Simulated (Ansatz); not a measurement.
Zinc-blende MgS (metastable phase), treated with G0W0@HSE06 (plane waves, hard PAW, contour deformation; Ansatz, a first-principles code).

The cell has the measured lattice parameters. Conventional cell: a = 5.6220 Å, b = 5.6220 Å, c = 5.6220 Å, α = 90.00°, β = 90.00°, γ = 90.00°.

The quasiparticle gap at Γ at a fixed k mesh 4×4×4:

```
response cutoff          value (eV)
-----------------------  ----------
150 eV, 340 empty bands       5.710
200 eV, 524 empty bands       5.747
250 eV, 733 empty bands       5.770
300 eV, 963 empty bands       5.784
```

**Question.** Taking the value to converge with the response cutoff E as E^(−3/2), extrapolate from the last two rows.

**Answer.** With y = y∞ + c/w and weights w = 3953 and 5196 for the last two rows, y∞ = (w2 y2 − w1 y1)/(w2 − w1) = (5196 × 5.784 − 3953 × 5.770)/1243 = 5.829 eV, which lies 0.045 beyond the last row. Successive pairs of rows give 5.816, 5.828, 5.829. The limit also hangs on the law assumed, so its last digits aren't firm.

The other settings are not extrapolated, so this is the limit in one setting alone.

Note: GW on a hybrid start was not checked against another program.
